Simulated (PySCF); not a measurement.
Potential energy of MgCl along the bond

Set-up: basis Mg def2-SVP, Cl def2-SVP; no relativity; PySCF 2.14. Energies in eV from Mg + Cl in their ground configurations at the same level. State: ²Σ⁺ (doublet), unpaired electrons σ ↑.

All columns are PBE0. A positive dipole means Mg(−)Cl(+).

```json
{"R (Å)": "1.920", "E (eV)": "-2.556", "μ (D)": "-2.07", "Mulliken charge on Mg (basis-dependent)": "0.37", "HOMO (eV)": "-5.42", "LUMO (eV)": "-2.44", "Mayer bond order": "1.12", "⟨S²⟩": "0.75"}
{"R (Å)": "2.010", "E (eV)": "-3.019", "μ (D)": "-2.38", "Mulliken charge on Mg (basis-dependent)": "0.36", "HOMO (eV)": "-5.52", "LUMO (eV)": "-2.55", "Mayer bond order": "1.13", "⟨S²⟩": "0.75"}
{"R (Å)": "2.099", "E (eV)": "-3.275", "μ (D)": "-2.71", "Mulliken charge on Mg (basis-dependent)": "0.36", "HOMO (eV)": "-5.62", "LUMO (eV)": "-2.66", "Mayer bond order": "1.13", "⟨S²⟩": "0.75"}
{"R (Å)": "2.166", "E (eV)": "-3.366", "μ (D)": "-2.97", "Mulliken charge on Mg (basis-dependent)": "0.36", "HOMO (eV)": "-5.70", "LUMO (eV)": "-2.75", "Mayer bond order": "1.13", "⟨S²⟩": "0.75"}
{"R (Å)": "2.233", "E (eV)": "-3.392", "μ (D)": "-3.24", "Mulliken charge on Mg (basis-dependent)": "0.36", "HOMO (eV)": "-5.77", "LUMO (eV)": "-2.85", "Mayer bond order": "1.12", "⟨S²⟩": "0.75"}
{"R (Å)": "2.300", "E (eV)": "-3.368", "μ (D)": "-3.52", "Mulliken charge on Mg (basis-dependent)": "0.37", "HOMO (eV)": "-5.85", "LUMO (eV)": "-2.94", "Mayer bond order": "1.10", "⟨S²⟩": "0.75"}
{"R (Å)": "2.389", "E (eV)": "-3.277", "μ (D)": "-3.90", "Mulliken charge on Mg (basis-dependent)": "0.38", "HOMO (eV)": "-5.95", "LUMO (eV)": "-3.07", "Mayer bond order": "1.08", "⟨S²⟩": "0.75"}
{"R (Å)": "2.501", "E (eV)": "-3.098", "μ (D)": "-4.38", "Mulliken charge on Mg (basis-dependent)": "0.39", "HOMO (eV)": "-6.06", "LUMO (eV)": "-3.24", "Mayer bond order": "1.05", "⟨S²⟩": "0.75"}
{"R (Å)": "2.635", "E (eV)": "-2.829", "μ (D)": "-4.95", "Mulliken charge on Mg (basis-dependent)": "0.40", "HOMO (eV)": "-6.19", "LUMO (eV)": "-3.44", "Mayer bond order": "1.02", "⟨S²⟩": "0.75"}
{"R (Å)": "2.814", "E (eV)": "-2.432", "μ (D)": "-5.67", "Mulliken charge on Mg (basis-dependent)": "0.41", "HOMO (eV)": "-6.35", "LUMO (eV)": "-3.69", "Mayer bond order": "0.97", "⟨S²⟩": "0.75"}
```

A fit through these points gives, at Re = 2.231 Å, μ = -3.23 D and dμ/dR = -4.09 D/Å; the reduced mass is 14.23 u.

**Question.** How strong is the fundamental in the double-harmonic approximation, I = 42.26·(dμ/dR)²/μred km/mol?

**Answer.** I = 42.26·(-4.09)²/14.23 = 49.7 km/mol at PBE0.

The state was picked by a PBE0 search and need not be the measured ground state.
